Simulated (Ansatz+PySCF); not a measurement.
**singlet CH₄O: levels of theory in one basis**

```xyz
6

C     0.0000   -0.0273   -0.5970
O     0.0000   -0.0604    0.6881
H     0.0000   -0.9832   -0.9301
H    -0.8233    0.4285   -0.9891
H     0.8233    0.4285   -0.9891
H     0.0000    0.7728    0.9856
```

Basis set: def2-SVP (spherical functions). Left uncorrelated: 2 orbitals. Charge 0, multiplicity 1.

Computed with Ansatz (development build ahead of 0.2.0); each method stands on the lowest determinant of its kind that the runs found.

```json
{"method": "RHF", "E − E(RHF) (eV)": "0.00", "<S²> of the determinant": "0.00"}
{"method": "RHF-CCSD", "E − E(RHF) (eV)": "-9.61", "<S²> of the determinant": "–"}
{"method": "RHF-CCSD(T)", "E − E(RHF) (eV)": "-9.79", "<S²> of the determinant": "–"}
```

Problem. What does RHF-MP2 give on the same scale?

Solution. -8.96 eV.

Problem. Is a single determinant a sound starting point here?

Solution. By this sign, yes. Unrestricted orbitals gain 0.00 eV and <S²> is 0.00 against 0.00 for a pure state.
